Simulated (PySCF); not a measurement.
Compound: isopropenylcyclopropane, C6H10.
Atom-mapped SMILES: `[CH2:1]=[C:2]([CH3:3])[CH:4]1[CH2:5][CH2:6]1` (hydrogens: H7, H8 on C1; H9, H10, H11 on C3; H12 on C4; H13, H14 on C5; H15, H16 on C6)

Structure used (GFN2-xTB), in Å, numbered top down from 1:
```
atom  x, y, z in Å
C1    -1.0154    0.6395    1.2106
C2    -0.7603   -0.1097    0.1466
C3    -1.8249   -0.9367   -0.5117
C4     0.5762   -0.2056   -0.4885
C5     1.4961    0.9862   -0.5520
C6     1.8357   -0.1621    0.3371
H7    -0.2619    1.2368    1.6940
H8    -1.9993    0.6825    1.6448
H9    -1.9443   -0.6364   -1.5524
H10   -2.7786   -0.8236   -0.0039
H11   -1.5440   -1.9895   -0.4987
H12    0.5973   -0.8658   -1.3475
H13    2.0765    1.1336   -1.4504
H14    1.1577    1.9044   -0.0975
H15    1.7298   -0.0343    1.4032
H16    2.6519   -0.8102    0.0550
```

Computed, not measured: PySCF, TDDFT CAM-B3LYP/def2-SVPD, vertical, gas phase, core orbitals frozen in the response.

Predict the UV-vis stick spectrum at this level.

```json
{"state": "S1", "λ (nm)": "186.8", "E (eV)": "6.64", "f": "0.270", "|μ| (D)": "3.28", "symmetry": "A′", "main configurations (H = HOMO, L = LUMO)": "H→L+1 (96%)"}
{"state": "S2", "λ (nm)": "185.8", "E (eV)": "6.67", "f": "0.016", "|μ| (D)": "0.79", "symmetry": "A″", "main configurations (H = HOMO, L = LUMO)": "H→L (88%)"}
{"state": "S3", "λ (nm)": "171.9", "E (eV)": "7.21", "f": "0.018", "|μ| (D)": "0.81", "symmetry": "A″", "main configurations (H = HOMO, L = LUMO)": "H→L+3 (56%), H→L+2 (35%)"}
{"state": "S4", "λ (nm)": "167.5", "E (eV)": "7.40", "f": "0.0021", "|μ| (D)": "0.27", "symmetry": "A″", "main configurations (H = HOMO, L = LUMO)": "H→L+2 (56%), H→L+3 (32%)"}
{"state": "S5", "λ (nm)": "162.8", "E (eV)": "7.62", "f": "0.039", "|μ| (D)": "1.16", "symmetry": "A′", "main configurations (H = HOMO, L = LUMO)": "H→L+4 (96%)"}
{"state": "S6", "λ (nm)": "156.7", "E (eV)": "7.91", "f": "0.0043", "|μ| (D)": "0.38", "symmetry": "A″", "main configurations (H = HOMO, L = LUMO)": "H-1→L+1 (80%), H-3→L+1 (10%)"}
{"state": "S7", "λ (nm)": "153.9", "E (eV)": "8.06", "f": "0.0009", "|μ| (D)": "0.17", "symmetry": "–", "main configurations (H = HOMO, L = LUMO)": "H→L+5 (64%), H→L+6 (24%)"}
{"state": "S8", "λ (nm)": "148.6", "E (eV)": "8.35", "f": "0.0044", "|μ| (D)": "0.37", "symmetry": "A′", "main configurations (H = HOMO, L = LUMO)": "H-1→L (67%), H-1→L+3 (18%), H-1→L+2 (10%)"}
```

Triplets, Tamm–Dancoff:

```
state  E (eV)  λ (nm)  main configurations (H = HOMO, L = LUMO)
   T1    4.18   296.3                               H→L+1 (91%)
   T2    6.56   189.1                     H→L (85%), H→L+3 (9%)
   T3    7.13   174.0                  H→L+3 (59%), H→L+2 (29%)
```

The lowest singlet lies at 6.64 eV (187 nm, vacuum ultraviolet) and is strong; its leading configuration is HOMO→LUMO+1 (96%). The lowest level is also the most intense of those listed (f = 0.270). Löwdin shares by element: HOMO carbon 76% or more (atoms not listed hold the other 24%); LUMO carbon 36% or more, hydrogen 8% or more (atoms not listed hold the other 56%). The listed states span 1.71 eV, and the widest gap between neighbours is 0.54 eV (S2 to S3). Orbital energies (eV): HOMO-3 -11.23, HOMO-2 -10.52, HOMO-1 -9.85, HOMO -7.99, LUMO 1.48, LUMO+1 1.56, LUMO+2 1.97. Of the 8 states listed, 4 reach f = 0.01 and none stays under 0.0005. Symmetry labels in Cs follow from the direction of the transition dipole and are given only for states with f of 0.002 or more. Singlets were solved by full linear response, triplets in the Tamm–Dancoff approximation.

On Arm Neoverse V2, one thread (shared host), this took 37 s.

One conformer stands for the species.
